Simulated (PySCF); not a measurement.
Point-charge models of `FP` (FH2P) against its computed dipole.

Coordinates (PBE0-D3(BJ)/def2-SVP, Å) and charges (e) from the PBE0/pcSseg-1 density (PySCF):

```tsv
atom	x	y	z	Mulliken	IAO	Hirshfeld	ESP-fitted
F1	0.738	-1.212	-0.042	-0.4219	-0.4918	-0.1737	-0.1649
P2	0.283	0.280	0.412	+0.4056	+0.5529	+0.2039	-0.0164
H3	-1.131	0.044	0.492	+0.0081	-0.0305	-0.0150	+0.0906
H4	0.146	0.856	-0.896	+0.0081	-0.0305	-0.0151	+0.0907
```

Compute μ = Σ q r for each scheme (1 e·Å = 4.803 D) and compare with the dipole of the full density.

The full density gives (-1.04, 1.35, -0.17) D, 1.71 D in size; dipole vectors point from the negative to the positive end.

| scheme | μx | μy | μz | size (D) | share of the full size (%) | angle to the full dipole (°) |
| --- | --- | --- | --- | --- | --- | --- |
| Mulliken | -0.98 | 3.04 | 0.87 | 3.31 | 194 | 29 |
| IAO | -0.85 | 3.48 | 1.25 | 3.79 | 222 | 34 |
| Hirshfeld | -0.27 | 1.22 | 0.47 | 1.33 | 78 | 36 |
| ESP-fitted | -1.04 | 1.33 | -0.18 | 1.69 | 99 | 0 |

Which set comes closest?

Length of the difference vector: ESP-fitted 0.02 D, Hirshfeld 1.00 D, Mulliken 1.98 D, IAO 2.57 D. Closest: ESP-fitted. ESP charges are fitted to the potential around the molecule, whose slowest-falling term is the dipole's. The schemes that divide the density aren't constrained to reproduce the dipole.

What is left for the Hirshfeld atoms' own dipoles?

The shares of the density sum to the whole, so what Σ q r misses lies in dipoles about the nuclei. The atomic dipoles sum to (-1.04, 1.35, -0.17) − (-0.27, 1.22, 0.47) = (-0.77, 0.13, -0.64) D, 1.00 D in size.

With the origin at the mean of the coordinates, (0.009, -0.008, -0.008) Å, which are the largest single terms, by size, of the Hirshfeld dipole along the direction of the full one?

F1 +1.16, H4 -0.05, H3 -0.05, P2 +0.02 D; all 4 atoms together +1.08 D. The single terms depend on the origin, their sum doesn't.

Give the size of the full dipole in other units.

1.71 D = 0.672 au = 0.356 e·Å = 5.70 × 10⁻³⁰ C·m.

Isolated species at its PBE0-D3(BJ)/def2-SVP geometry, gas phase.

These values come from a run that also computed NMR shieldings. The run took 3.2 s of wall time on an Arm Neoverse N1 with one thread, shared host with 64 logical CPUs at a one-minute load of 58, and the process peaked at 0.29 GiB of memory.
